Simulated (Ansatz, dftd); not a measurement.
Species: C3H4, charge 0, singlet. C3H4 (propa-1,2-diene, SMILES C=C=C).
B3LYP-D3(BJ)/def2-TZVP minimum from Ansatz (a quantum-chemistry and plane-wave program):
```xyz
7

C      0.0000     0.0000     0.0000
C     -0.0052     0.0000     1.3001
C      0.0052     0.0000    -1.3001
H     -0.0108     0.9262     1.8632
H     -0.0040    -0.9263     1.8631
H      0.9337     0.0035    -1.8595
H     -0.9188    -0.0034    -1.8668
```
Charge 0, spin multiplicity 1.

Wanted: atomisation energy (electronic, to ground-state atoms), in kcal/mol. UHF or UKS for unpaired electrons; spin-orbit terms are left out. Cores are frozen in correlated methods. Rows without X2C or -DK are non-relativistic. CBS(X,Y): correlation extrapolated as X^-3, Hartree-Fock from the larger set (Q,5: extrapolated as (X+1)exp(-9√X)). A bracket is a step between two methods taken in the basis named. Functionals run without relativity, which enters their misses. Double hybrids freeze cores in their MP2 part. 'core' is core correlation in cc-pwCVTZ, 'X2C' scalar relativity in cc-pVTZ-DK, both at CCSD(T). For partners of very few electrons the exact lower level stands in for a higher one.

```csv
level,program,atomisation energy (kcal/mol),difference against the last row
HF/cc-pVQZ,Ansatz,523.1,-180.8
HF/cc-pV5Z,Ansatz,523.4,-180.5
r2SCAN-D3(BJ)/def2-TZVPD,Ansatz + dftd3,706.8,2.9
r2SCAN-D4/def2-TZVPD,Ansatz + dftd4,706.6,2.7
B3LYP-D3(BJ)/def2-TZVPD,Ansatz + dftd3,707.4,3.5
r2SCANh/def2-TZVPD,Ansatz,701.5,-2.4
CAM-B3LYP/def2-TZVPD,Ansatz,705.0,1.1
wB97M-V/def2-TZVPD,Ansatz,704.7,0.8
B2GP-PLYP-D3(BJ)/def2-TZVPD,Ansatz + dftd3,696.1,-7.8
"CCSD/CBS(cc-pVQZ,cc-pV5Z)",Ansatz,687.9,-16.0
"CCSD(T)/CBS(cc-pVQZ,cc-pV5Z)",Ansatz,700.3,-3.6
CCSDT(Q)/cc-pVDZ,Ansatz,650.6,-53.3
"CCSD(T)/CBS(cc-pVQZ,cc-pV5Z) + [CCSDT(Q) - CCSD(T)]/cc-pVDZ + core + X2C",Ansatz,703.9,0.0
```
